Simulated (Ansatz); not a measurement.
Geometry optimisation, RKS B3LYP-D4/def2-SVP in Ansatz.

Input file:

```yaml
crystal:
  periodic: [false, false, false]
  atoms:
    - { symbol: Si, position_ang: [0.0, 0.0, 0.0] }
    - { symbol: F, position_ang: [0.0, 0.0, 1.94] }
    - { symbol: H, position_ang: [1.3768, 0.0, -0.4862] }
    - { symbol: H, position_ang: [-0.6877, 1.1914, -0.4862] }
    - { symbol: H, position_ang: [-0.6877, -1.1914, -0.4862] }
    - { symbol: P, position_ang: [-2.3535, 0.0, 0.782] }
    - { symbol: H, position_ang: [-3.1199, -0.8853, -0.0213] }
    - { symbol: H, position_ang: [-2.4033, -0.4268, 2.1354] }
    - { symbol: H, position_ang: [-1.1633, 0.0, 1.8666] }
basis:
  gaussian: { orbitals: def2-SVP }
hamiltonian:
  xc: b3lyp
  dispersion: d4
relax:
  f_tol: 0.15
  max_steps: 25
  restrain:
    - { distance: [0, 5], at: 2.18, k: 30.0 }
    - { distance: [8, 1], at: 0.92, k: 30.0 }
    - { distance: [0, 1], at: 2.79, k: 30.0 }
    - { distance: [8, 5], at: 2.62, k: 30.0 }
```

Run as:

```bash
$ ansatz run input.yaml --threads 2 --pin off --max-ram 3072MiB --backend cpu --events-out ev --progress --plain --runs-dir out
```

Problem. Where does it end, and by what steps?

Solution. The run converged. The restraints hold the end off the free minimum. After 20 steps the energy has fallen by 3.909 eV (the restraints' own energy left out); H8 moved furthest, 1.81 Å. Joined: F2–H9 (1.17 → 0.93 Å).

```json
{"step": "0", "energy less start (eV)": "0.0000", "largest force component (eV/Å)": "3.252", "accepted": "yes"}
{"step": "1", "energy less start (eV)": "-0.3853", "largest force component (eV/Å)": "2.737", "accepted": "yes"}
{"step": "2", "energy less start (eV)": "-0.4397", "largest force component (eV/Å)": "4.001", "accepted": "yes"}
{"step": "3", "energy less start (eV)": "-0.9970", "largest force component (eV/Å)": "3.873", "accepted": "yes"}
{"step": "4", "energy less start (eV)": "-2.1469", "largest force component (eV/Å)": "2.399", "accepted": "yes"}
{"step": "5", "energy less start (eV)": "-2.7664", "largest force component (eV/Å)": "1.429", "accepted": "yes"}
{"step": "6", "energy less start (eV)": "-3.1331", "largest force component (eV/Å)": "1.207", "accepted": "yes"}
{"step": "7", "energy less start (eV)": "-3.3454", "largest force component (eV/Å)": "1.247", "accepted": "yes"}
{"step": "8", "energy less start (eV)": "-3.4190", "largest force component (eV/Å)": "1.435", "accepted": "yes"}
{"step": "9", "energy less start (eV)": "-3.4752", "largest force component (eV/Å)": "1.476", "accepted": "yes"}
{"step": "10", "energy less start (eV)": "-3.5372", "largest force component (eV/Å)": "1.266", "accepted": "yes"}
{"step": "11", "energy less start (eV)": "-3.5735", "largest force component (eV/Å)": "1.375", "accepted": "yes"}
{"step": "12", "energy less start (eV)": "-3.5955", "largest force component (eV/Å)": "1.586", "accepted": "yes"}
{"step": "13", "energy less start (eV)": "-3.6645", "largest force component (eV/Å)": "1.259", "accepted": "yes"}
{"step": "14", "energy less start (eV)": "-3.7176", "largest force component (eV/Å)": "1.260", "accepted": "yes"}
{"step": "15", "energy less start (eV)": "-3.7490", "largest force component (eV/Å)": "1.221", "accepted": "yes"}
{"step": "16", "energy less start (eV)": "-3.8139", "largest force component (eV/Å)": "1.059", "accepted": "yes"}
{"step": "17", "energy less start (eV)": "-3.8685", "largest force component (eV/Å)": "1.029", "accepted": "yes"}
{"step": "18", "energy less start (eV)": "-3.8882", "largest force component (eV/Å)": "0.768", "accepted": "yes"}
{"step": "19", "energy less start (eV)": "-3.8985", "largest force component (eV/Å)": "0.923", "accepted": "yes"}
{"step": "20", "energy less start (eV)": "-3.9091", "largest force component (eV/Å)": "0.866", "accepted": "yes"}
```

```xyz
9
Properties=species:S:1:pos:R:3
Si -0.512 -0.205 -0.216
F 0.225 1.027 2.188
H 0.675 -0.872 0.376
H -0.275 1.241 -0.466
H -0.789 -0.857 -1.533
P -2.251 -0.461 1.129
H -3.252 -0.309 0.124
H -2.233 -1.886 1.083
H -0.625 1.010 2.559
```

Run time: 28 s on 2 threads of Arm Neoverse V2, on a shared host, peak memory 0.15 GiB.
